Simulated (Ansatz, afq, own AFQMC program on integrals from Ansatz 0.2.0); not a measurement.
## Where AFQMC and coupled cluster stand for Si$_{2}$NH$_{5}$, singlet

```xyz
8

Si   -0.4169    1.1947   -0.1371
N     0.7640   -0.1105   -0.0123
Si    0.5008   -1.7224    0.5687
H     0.2762    2.3948   -0.6987
H    -0.9749    1.5370    1.2035
H     1.7094    0.1112   -0.3178
H    -0.9949   -1.4754    0.8630
H    -1.5393    0.8117   -1.0421
```

Basis def2-TZVP. Only valence electrons are correlated. Ansatz 0.2.0 and our own AFQMC program on the same integrals; the CISD trial comes from CCSD amplitudes, and released means the phaseless constraint is let go. Error bars are statistical, one sigma.

Determinant: UHF, the one that the program's search chose, which needn't be the lowest solution. The geometry is a PBE0/def2-SVP stationary point of this or a neighbouring charge and spin state.

No full CI on the walks' own integrals is used here. The released AFQMC energy serves as the reference, which it does only where one determinant dominates, the energy is flat over the last release times and near the phaseless one (40 meV or 2 meV an electron, half that with transition metals). On small molecules, where full CI could be run and the noise was under 10 meV, such values lay within 10 meV of it in 19 cases of 20, a flattering rate, since the rule was set on those same cases; what remains of the bias isn't in the error bar.

Cautions: the shape changed its bonds on relaxing; the determinant is a saddle point among determinants of its kind; the released value is read at 1.50 1/Eh with a noise of 15 meV, more than in the cases checked (meV from the phaseless value at times in 1/Eh: -12 ± 8 at 0.24, -8 ± 11 at 0.51, 8 ± 12 at 0.99, 11 ± 15 at 1.50).

The T1 diagnostic is 0.0149. The weight of the determinant in the CISD state is 0.811. The ⟨S²⟩ of the determinant is 0.000 and the size of the correlated space is 18 electrons in 124 orbitals.

Reference: AFQMC with the constraint released, correlation energy -13.417 ± 0.015 eV.

```json
{"level": "HF", "E − E(reference) (kJ/mol)": "1294.6 ± 1.5", "share of correlation (%)": "0.00"}
{"level": "MP2", "E − E(reference) (kJ/mol)": "172.7 ± 1.5", "share of correlation (%)": "86.66"}
{"level": "CCSD", "E − E(reference) (kJ/mol)": "52.1 ± 1.5", "share of correlation (%)": "95.97"}
{"level": "CCSD(T)", "E − E(reference) (kJ/mol)": "4.4 ± 1.5", "share of correlation (%)": "99.66"}
{"level": "ph-AFQMC/HF", "E − E(reference) (kJ/mol)": "-8.0 ± 3.7", "share of correlation (%)": "100.62"}
{"level": "ph-AFQMC/CISD", "E − E(reference) (kJ/mol)": "-1.0 ± 1.7", "share of correlation (%)": "100.08"}
```

Released energies are given only where the last usable release times agree within the noise; a slower fall can still hide under it.
